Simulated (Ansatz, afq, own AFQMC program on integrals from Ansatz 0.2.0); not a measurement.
CH₂B⁺, triplet: AFQMC among the cluster methods

```yaml
atoms:
  - { symbol: B, position_ang: [0.0000, -0.1048, 0.8024] }
  - { symbol: C, position_ang: [0.0000, -0.0446, -0.7232] }
  - { symbol: H, position_ang: [0.0000, 0.8949, 1.4725] }
  - { symbol: H, position_ang: [0.0000, 0.7607, -1.4612] }
```

Connectivity, by distances: BH–CH.

Basis cc-pVDZ. Only valence electrons are correlated. AFQMC by an in-house program on the Cholesky factors that Ansatz 0.2.0 writes for its CCSD(T) run. The CISD trial takes its coefficients from CCSD amplitudes. Released means that phaseless walkers are propagated on without the constraint, phases kept. Free projection: walkers drawn from exp(T), propagated without any constraint. Its projection time is finite, and what remains of the start isn't in its error. Error bars are statistical, one sigma.

Determinant: UHF, the one that the program's search chose, which needn't be the lowest solution. The geometry is a PBE0/def2-TZVP stationary point of this or a neighbouring charge and spin state.

No full CI on the walks' own integrals is used here; CCSDT(Q) serves as the reference and is uncertain by about the last step of the cluster series.

Cautions: lower spins were not checked.

The T1 diagnostic is 0.0353. The weight of the determinant in the CISD state is 0.896 and the ⟨S²⟩ of the determinant is 2.039. The size of the correlated space is 8 electrons in 36 orbitals.

```tsv
level	correlation energy (eV)
MP2	-3.7304
CCSD	-4.6123
CCSD(T)	-4.7486
```

(1) Estimate where free-projection AFQMC lies against CCSD(T) on the same integrals.

(1) 0.73 ± 0.58 kcal/mol below CCSD(T). The gap is under twice the noise, so this walk alone can't tell the two apart.

Reference: CCSDT(Q), correlation energy -4.793 eV. The released energy is read at 2.40 1/Eh (meV from the phaseless value at times in 1/Eh: -2 ± 9 at 0.24, -24 ± 8 at 0.51, -24 ± 11 at 0.99, -25 ± 10 at 1.62, -29 ± 19 at 2.40).

```csv
level,E − E(reference) (kcal/mol),share of correlation (%)
CCSD(T),1.03,99.07
CCSDT,0.19,99.83
ph-AFQMC/HF,-1.70 ± 1.03,101.54
ph-AFQMC/CISD,0.64 ± 0.24,99.42
released AFQMC,-0.02 ± 0.44,100.01
free AFQMC,0.30 ± 0.58,99.73
```

Free projections are given only where their last times agree within the noise and don't stop above the reference; a slow remainder of the start can still hide under it. A walk keeps the symmetry of its determinant, which the program's search chose and which needn't be the lowest solution, so a lower state of the same spin and another symmetry isn't excluded. Released energies are given only where the last usable release times agree within the noise; a slower fall can still hide under it.
